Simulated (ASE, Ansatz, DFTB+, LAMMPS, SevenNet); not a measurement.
**fcc Au, transverse phonon frequency at L**

Reference value: 62 cm⁻¹ (measured, 295 K, no zero-point or thermal correction; as tabulated in A. Dal Corso, Phys. Rev. B 76, 054308 (2007)).

```json
[
 {"level (code)": "EMT (ASE)", "value (cm⁻¹)": "53", "cell (Å³/atom)": "16.68", "difference (%)": "-14.5"},
 {"level (code)": "Lennard-Jones jacobson2022 (LAMMPS)", "value (cm⁻¹)": "119", "cell (Å³/atom)": "16.84", "difference (%)": "+92"},
 {"level (code)": "Morse jacobson2022 (LAMMPS)", "value (cm⁻¹)": "88", "cell (Å³/atom)": "16.85", "difference (%)": "+42"},
 {"level (code)": "GFN1-xTB as cut by DFTB+", "value (cm⁻¹)": "29", "cell (Å³/atom)": "19.14", "difference (%)": "-53"},
 {"level (code)": "SevenNet-0", "value (cm⁻¹)": "36", "cell (Å³/atom)": "18.14", "difference (%)": "-42"},
 {"level (code)": "LDA (Ansatz)", "value (cm⁻¹)": "61", "cell (Å³/atom)": "16.58", "difference (%)": "-1.6"},
 {"level (code)": "PBE (Ansatz)", "value (cm⁻¹)": "53", "cell (Å³/atom)": "17.98", "difference (%)": "-14.5"},
 {"level (code)": "PBEsol (Ansatz)", "value (cm⁻¹)": "59", "cell (Å³/atom)": "17.02", "difference (%)": "-4.8"},
 {"level (code)": "r²SCAN (Ansatz)", "value (cm⁻¹)": "55", "cell (Å³/atom)": "17.55", "difference (%)": "-11.3"}
]
```

Leaving aside GFN1-xTB as cut by DFTB+ (imaginary modes in this run): Once the reference is moved by up to 3.0 % (a margin picked here for doubts on the reference and the settings, and for temperature and zero-point motion) and values within 1.0 % count as equal, the nearest can be LDA (-1.6 %) or PBEsol (-4.8 %). Farthest off among them: Lennard-Jones jacobson2022 (+92 %).

The measured value isn't corrected to a static lattice, so vibrations enter the comparison.  Density-functional levels without +SOC have no spin–orbit coupling. GFN1-xTB as cut by DFTB+: the method was fitted mainly to molecules. GFN1-xTB as cut by DFTB+: codes differ in how they cut the long-range tail of xTB's charge interaction in a crystal, so the value belongs to this code. Each level is taken at its own relaxed cell. Cutoffs differ between the levels. Ansatz's density-functional and Hartree–Fock values are scalar-relativistic unless marked +SOC, with PAW data made under PBE.

Empirical potentials (EMT, Lennard-Jones jacobson2022, Morse jacobson2022) are fitted to chosen data: where that held the value shown, agreement is built in, and what lay outside the fit can be far off. Machine-learned potentials (SevenNet-0) are trained on DFT data: a solid inside that data is no test of them.

Differences are worked out from the printed values.

Ansatz is a quantum-chemistry and plane-wave program.
